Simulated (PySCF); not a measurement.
Atoms are numbered as in `[CH3:1][C:2]#[C:3][C@@H:4]1[CH:5]=[N:6]1`. Hydrogens are named by the atom that carries them.

GIAO PBE0/pcSseg-1 shifts (PySCF, gas phase, non-relativistic, equivalent atoms averaged), each against references optimised in the same way as the molecule (TMS, NH3).

On the GFN2-xTB geometry: C5 173.8, C3 88.7, C2 79.2, C4 15.1, C1 4.6, N6 354.8, H(C5) 10.18, H(C4) 2.04, H(C1) 1.96 ppm.

What changes on the PBE0-D3(BJ)/def2-SVP geometry?

## Answers


| atoms | δ (ppm) | change |
| --- | --- | --- |
| C5 | 171.3 | -2.5 |
| C3 | 87.1 | -1.6 |
| C2 | 78.0 | -1.2 |
| C4 | 16.0 | +0.9 |
| C1 | 4.6 | +0.0 |
| N6 | 358.4 | +3.6 |
| H(C5) | 9.88 | -0.30 |
| H(C4) | 2.08 | +0.04 |
| H(C1) | 1.84 | -0.12 |

Part of each change is the reference's own: σ(TMS, C) goes from 186.9 to 184.4 ppm, σ(NH3, N) goes from 267.7 to 265.7 ppm, σ(TMS, H) goes from 31.72 to 31.27 ppm.

Bonds between heavy atoms that differ most (equivalent bonds averaged): N6–C4 1.514 → 1.534 Å, C2–C3 1.201 → 1.214 Å, C3–C4 1.429 → 1.439 Å, C1–C2 1.445 → 1.453 Å, C4–C5 1.459 → 1.454 Å. Mean change of bonds to hydrogen: C–H +0.015 Å.
